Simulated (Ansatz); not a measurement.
**PH− (quartet): from Hartree-Fock to the top rungs at distance P1–H2 = 3.358 Å, 6-31++G****

How much of the correlation energy of PH− (quartet) does each wave-function method recover here?

Computed with Ansatz 0.2.0, Gaussian basis. Level: 6-31++G**, core rule «outside noble gas», up to 5 orbitals frozen.

Plan: UHF; CCSD(T) on ROHF; CCSD(T) on UHF; BCCD(T) on ROHF; CISD; CCSDT(Q) on ROHF; CCSDT(Q) on UHF; CASSCF and MRCISD+Q, 7 electrons in 5 orbitals; CASSCF and NEVPT2, 7 electrons in 5 orbitals; Full CI.

15 further runs of the same task are left out: 14 that didn't finish, 1 set aside as unsound or not needed.

## (1) The system

The geometry derives from a PBE0/def2-TZVPD stationary point (not a proven minimum). One bond is set to the value named and the two fragments are kept rigid.

2 atoms, charge -1, spin multiplicity 4.

Atoms are counted from 1 here; the program's logs count them from 0.

No contacts short enough for the rule that draws bonds.

## (2) UHF

in.yaml reads:

```yaml
crystal:
  periodic: [false, false, false]
  atoms:
    - {symbol: P, position_ang: [0.000000, 0.000000, 0.000000]}
    - {symbol: H, position_ang: [0.000000, 0.000000, 3.358000]}
basis:
  gaussian: {orbitals: "6-31++G**"}
total_charge: -1
magnetization: {spin_polarized: true, initial_magnetization: 3}
hamiltonian: {xc: hf}
output: {orbitals: {seedname: orbitals}}
```

Command:

```console
ansatz run in.yaml --threads 1 --pin off --events-out ev --progress --plain --max-ram 2393MiB
```

The runs that follow: CCSD(T) on ROHF; CCSD(T) on UHF; BCCD(T) on ROHF; CISD; CCSDT(Q) on ROHF; CCSDT(Q) on UHF; CASSCF and MRCISD+Q, 7 electrons in 5 orbitals; CASSCF and NEVPT2, 7 electrons in 5 orbitals; Full CI.

**Question.** What will the summary of the whole plan be? Wanted: FCI below the RHF energy; RMP2 from FCI; UMP2 from FCI; RCCSD from FCI; RCCSD(T) from FCI; UCCSD(T) from FCI; RCCSDT(Q) from FCI; UCCSDT(Q) from FCI; NEVPT2 valence from FCI.

As calculated:

| quantity | value |
| --- | --- |
| FCI below the RHF energy | -2.9230 eV |
| RMP2 from FCI | +19.24 kcal/mol |
| UMP2 from FCI | +18.78 kcal/mol |
| RCCSD from FCI | +2.09 kcal/mol |
| RCCSD(T) from FCI | +0.64 kcal/mol |
| UCCSD(T) from FCI | +0.52 kcal/mol |
| RCCSDT(Q) from FCI | +0.02 kcal/mol |
| UCCSDT(Q) from FCI | -0.01 kcal/mol |
| NEVPT2 valence from FCI | +21.61 kcal/mol |
| MRCISD+Q valence from FCI | +1.93 kcal/mol |
| levels within 1 kcal/mol (43 meV) | RCCSD(T), UCCSD(T), BCCD(T), RCCSDT, UCCSDT, RCCSDT(Q), UCCSDT(Q) |
| T1 diagnostic | 0.072 |
| effectively unpaired electrons | 3.08 |

**Reading.** RCCSD(T) lands +0.64 kcal/mol from the yardstick (1.0 % of the correlation energy). The occupations are near whole numbers, but T1 = 0.072 shows that the orbitals relax strongly. Of the multireference levels listed MRCISD+Q valence comes nearest in total energy (+1.93 kcal/mol), which doesn't show that its space is the better one. These misses are within one basis, not against nature; the frozen cores of restricted and unrestricted runs differ, which can shift their rows.
